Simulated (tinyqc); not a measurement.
Inside a calculation. Method: CIS on RHF in the sto-3g basis, frozen core, for H2O, spin multiplicity 1. One step of it, computed by the program tinyqc.

Problem. CIS triplet states. Diagonalise A (1 hartree = 27.211386 eV); each vector has its largest component positive (the first on a tie).

CIS matrix A, triplet (hartree), order 2>6, 2>7, 3>6, 3>7, 4>6, 4>7, 5>6, 5>7:
```
[[1.257916, 0.000000, 0.000000, -0.097877, -0.058078, 0.000000, 0.000000, 0.000000],
 [0.000000, 1.379757, -0.097877, 0.000000, 0.000000, 0.013487, 0.000000, 0.000000],
 [0.000000, -0.097877, 0.647283, 0.000000, 0.000000, -0.047974, 0.000000, 0.000000],
 [-0.097877, 0.000000, 0.000000, 0.739065, -0.047974, 0.000000, 0.000000, 0.000000],
 [-0.058078, 0.000000, 0.000000, -0.047974, 0.510506, 0.000000, 0.000000, 0.000000],
 [0.000000, 0.013487, -0.047974, 0.000000, 0.000000, 0.583839, 0.000000, 0.000000],
 [0.000000, 0.000000, 0.000000, 0.000000, 0.000000, 0.000000, 0.406879, 0.000000],
 [0.000000, 0.000000, 0.000000, 0.000000, 0.000000, 0.000000, 0.000000, 0.503127]]
```

Give: triplet excitation energies; lowest vectors.

Solution.

triplet excitation energies (eV): [11.0718, 13.4140, 13.6908, 15.1421, 17.9957, 20.0188, 34.7994, 37.9078]

lowest vectors, order 2>6, 2>7, 3>6, 3>7, 4>6, 4>7, 5>6, 5>7:
```
[[0.0000, 0.1029, 0.0000, 0.0000, 0.0000, 0.1525],
 [0.0000, 0.0000, 0.0000, 0.0459, 0.1257, 0.0000],
 [0.0000, 0.0000, 0.0000, 0.5048, 0.8531, 0.0000],
 [0.0000, 0.2296, 0.0000, 0.0000, 0.0000, 0.9579],
 [0.0000, 0.9678, 0.0000, 0.0000, 0.0000, -0.2434],
 [0.0000, 0.0000, 0.0000, 0.8620, -0.5063, 0.0000],
 [1.0000, 0.0000, 0.0000, 0.0000, 0.0000, 0.0000],
 [0.0000, 0.0000, 1.0000, 0.0000, 0.0000, 0.0000]]
```
